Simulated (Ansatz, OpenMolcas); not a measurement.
BH2O (SMILES [BH]O): from total energies to a heat of formation

BH2O has 4 atoms, charge 0, and is taken as a doublet. As SMILES, `[BH]O`. The shape is that of a PBE0-D4/def2-TZVP optimisation.

Total energies at UBHLYP/cc-pVTZ (OpenMolcas 26.06); the atoms run unrestricted:

```
species    state  energy (Eh)
   BH2O  doublet  -101.226225
      B  doublet   -24.653550
      O  triplet   -75.072926
      H  doublet    -0.498546
```

Harmonic wavenumbers at UPBE0-D4/def2-TZVP, in cm⁻¹: 754, 868, 1095, 1367, 2581, 3864.

Measured heats of formation of the gaseous atoms at 298.15 K, in kJ/mol: B 570.3, O 249.2, H 218.0. Spin-orbit lowering of the atoms at 298 K (mean of the ground term's levels less their thermal mean, from spectra), in kJ/mol: B 0.00, O 0.40. Take 1 Eh = 2625.50 kJ/mol, 1 cm⁻¹ = 0.0119627 kJ/mol, RT = 2.479 kJ/mol.

Question: What heat of formation follows?

Answer: 
1. Electronic atomisation energy: (-24.653550) + (-75.072926) + 2 × (-0.498546) − (-101.226225) = 0.502657 Eh = 1319.7 kJ/mol.
2. Zero-point energy: half the sum of the wavenumbers, 5264.5 cm⁻¹ = 63.0 kJ/mol.
3. Thermal vibrational enthalpy, Σ hcν̃/(exp(hcν̃/kT) − 1): 0.5 kJ/mol. Translation, rotation and pV of a non-linear molecule: 4 RT = 9.9 kJ/mol.
4. The 4 free atoms carry 5/2 RT each: 24.8 kJ/mol.
5. Spin-orbit coupling lowers the free atoms by 0.00 + 0.40 = 0.4 kJ/mol.
6. Atomisation enthalpy at 298 K: 1319.7 − 0.4 − 63.0 − 0.5 − 9.9 + 24.8 = 1270.7 kJ/mol.
7. Sum of the atoms' heats of formation: 1255.5 kJ/mol. Heat of formation: 1255.5 − 1270.7 = -15.2 kJ/mol.

No measured value is set beside it here. Hybrids with much exact exchange underbind. Anharmonicity and any spin-orbit splitting of the molecule are left out.
